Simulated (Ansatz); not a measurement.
Relaxed structures of AlSiH₃S, singlet (PBE0-D4/def2-TZVP; forces vanish, vibrations not checked; lower isomers may exist, and structures with a doubtful reference or unclear bonds are left out; Å). Computed with Ansatz 0.2.0 (basis: def2-TZVPP); correlated methods freeze the cores.

(1) Rank them by CCSD(T) energy, lowest first, and give each one's height above the lowest. Links in brackets join atoms within 1.22 times the sum of their covalent radii (1.1 for two metals). (An estimate is asked for; the value comes from the calculation.)
A.
AlSiH₃S ([AlH2][SiH][S])
```
6
angstrom
Al -0.8831 0.6013 -0.6879
Si 0.8802 -0.4495 0.6844
S 1.0166 -2.3984 0.8261
H -1.8993 -0.3606 -1.4223
H -0.9682 2.1806 -0.8113
H 1.8539 0.4267 1.4110
```
B.
AlSiH₃S ([AlH2]1[SiH][S]1)
```
6
angstrom
Al -1.0926 0.7123 -0.6079
Si 1.0189 0.1493 0.5784
S -0.7246 0.3695 1.6533
H -1.7093 -0.5110 -1.3951
H -1.1639 2.2218 -1.0692
H 2.1190 -0.1850 1.5465
```
C.
AlSiH₃S ([AlH2][Si][SH])
```
6
angstrom
Al -0.8852 0.3377 -0.4884
Si 0.2985 -0.6575 1.4810
S 1.0930 -2.1222 0.1737
H -2.3677 -0.1115 -0.8663
H -0.2118 1.5009 -1.3463
H 1.8300 -2.8494 1.0420
```
D.
AlSiH₃S ([AlH]1[SiH2][S]1)
```
6
angstrom
Al 0.9810 -0.0140 1.0331
Si -0.7290 0.1935 -0.5181
S 0.7125 -1.4699 -0.5540
H -2.1271 -0.2708 -0.3195
H -0.6714 1.0215 -1.7513
H 1.9813 0.1849 2.2296
```

T1 diagnostic: at most 0.019. The restricted Hartree–Fock reference is unstable towards an unrestricted one at one or more of these structures.

Answers

(1) Computed: D (0.0 kJ/mol), B (51.6 kJ/mol), A (105.9 kJ/mol), C (163.4 kJ/mol). Heights count from the lowest.

For scale, one of the runs: CCSD(T)/def2-TZVPP, 168 basis functions, launched by `ansatz run in.yaml --threads 2 --pin off --events-out ev --progress --plain --max-ram 4352MiB`. The run took 18 s on 2 CPU threads of an Arm Neoverse V2 (shared host), with 1.1 GiB of host memory at its peak.
